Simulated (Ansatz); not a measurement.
A run of Ansatz (development build ahead of 0.2.0) on singlet BN at this shape:

```xyz
2

B     0.0000    0.0000    0.0000
N     0.0000    0.0000    1.7800
```

Its results:

```json
{
 "Converged": "yes",
 "Reference energy": "-78.77138 hartree",
 "Correlation energy": "-0.17031 hartree",
 "Total energy": "-78.94169 hartree",
 "Spin squared of the determinant": "0.000",
 "Stability test": "minimum among restricted orbitals"
}
```

Forces (eV/Å):
| atom | Fx | Fy | Fz |
| --- | --- | --- | --- |
| B1 | 0.000 | 0.000 | 4.329 |
| N2 | 0.000 | 0.000 | -4.329 |

(1) Which input gives this output? Name the method, the orbitals and the basis set, and write the input.

Results:

(1) RHF-MP2 in def2-SVP. An unrestricted run that stays on the closed shell gives the same numbers.

```yaml
crystal:
  periodic: [false, false, false]
  atoms:
    - { symbol: B, position_ang: [0.0, 0.0, 0.0] }
    - { symbol: "N", position_ang: [0.0, 0.0, 1.78] }
basis:
  gaussian: { orbitals: def2-SVP }
hamiltonian:
  xc: hf
correlation:
  method: mp2
  frozen_orbitals: { B: 1, "N": 1 }
output:
  forces: true
```

Caution: bonds are stretched, where a single reference can fail; an unrestricted determinant lies well below; other determinants can give a lower correlated total.
